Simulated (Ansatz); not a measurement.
For diamond-structure Si, r²SCAN0 (Ansatz, a program for electronic structure, plane waves, PAW) gives:

```
Item                               Value
------------------------------  --------
band gap at the measured cell    1.84 eV
elastic constant C11             178 GPa
elastic constant C44            85.8 GPa
Voigt–Reuss–Hill shear modulus  72.4 GPa
```

**Question.** What does Hartree–Fock in Ansatz (PAW) give for the same quantities?

**Answer.** 
- band gap at the measured cell: 6.34 eV (goes up by 4.50 eV)
- elastic constant C11: 194 GPa (goes up by 9.0 %)
- elastic constant C44: 99.3 GPa (goes up by 16 %)
- Voigt–Reuss–Hill shear modulus: 84.9 GPa (goes up by 17 %)

For comparison: band gap 1.23 eV (measured, zero-point renormalisation of 0.06 eV added back (the table's ZPR column); as tabulated in Chen et al. (2018), doi:10.1103/physrevmaterials.2.073803); elastic constant C11 168 GPa (measured, low temperature, no zero-point or thermal correction; as tabulated in Tanner et al. (2021), arXiv:2110.11888); elastic constant C44 80.2 GPa (measured, low temperature, no zero-point or thermal correction; as tabulated in Tanner et al. (2021), arXiv:2110.11888).

Changes are worked out from the printed values.

Unless a cell is named, each level is at its own relaxed cell.

Density-functional gaps are differences of (generalised) Kohn–Sham levels.

Ansatz's density-functional and Hartree–Fock values are scalar-relativistic unless marked +SOC, with PAW data made under PBE.
